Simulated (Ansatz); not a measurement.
# BH3O2: the cost of one run

Method: RKS BLYP-D4/def2-SVP, in Ansatz 0.2.0.

## (1) The structure to begin with

Bond lengths: B1–H2 1.190 Å, B1–O3 1.410 Å, O3–H4 1.010 Å, B1–O5 1.410 Å, O5–H6 1.010 Å. Angles: H2–B1–O3 120.0°, H2–B1–O5 120.0°, O3–B1–O5 120.0°, B1–O3–H4 109.5°, B1–O5–H6 109.5°.

As a file:

```xyz
6

B     0.0000    0.0000    0.0000
H     0.0000    0.0000    1.1900
O     1.2211    0.0000   -0.7050
H     1.5209   -0.9519   -0.8599
O    -1.2211    0.0000   -0.7050
H    -1.7308   -0.8467   -0.4965
```

## (2) Relaxing the start

The input, input.yaml:

```yaml
crystal:
  periodic: [false, false, false]
  atoms:
    - { symbol: B, position_ang: [0.0, 0.0, 0.0] }
    - { symbol: H, position_ang: [0.0, 0.0, 1.19] }
    - { symbol: O, position_ang: [1.2211, 0.0, -0.705] }
    - { symbol: H, position_ang: [1.5209, -0.9519, -0.8599] }
    - { symbol: O, position_ang: [-1.2211, 0.0, -0.705] }
    - { symbol: H, position_ang: [-1.7308, -0.8467, -0.4965] }
basis:
  gaussian: { orbitals: def2-SVP }
hamiltonian:
  xc: blyp
  dispersion: d4
relax:
  f_tol: 0.02
  max_steps: 40
```

The run is started by

```
$ ansatz run input.yaml --threads 1 --pin off --max-ram 2048MiB --backend cpu --events-out ev --progress --plain --runs-dir out
```

**Question.** How long does this run take on 1 thread of Arm Neoverse V2, shared host, and how much memory does it need?

About 9 s, with a peak of 0.1 GiB.
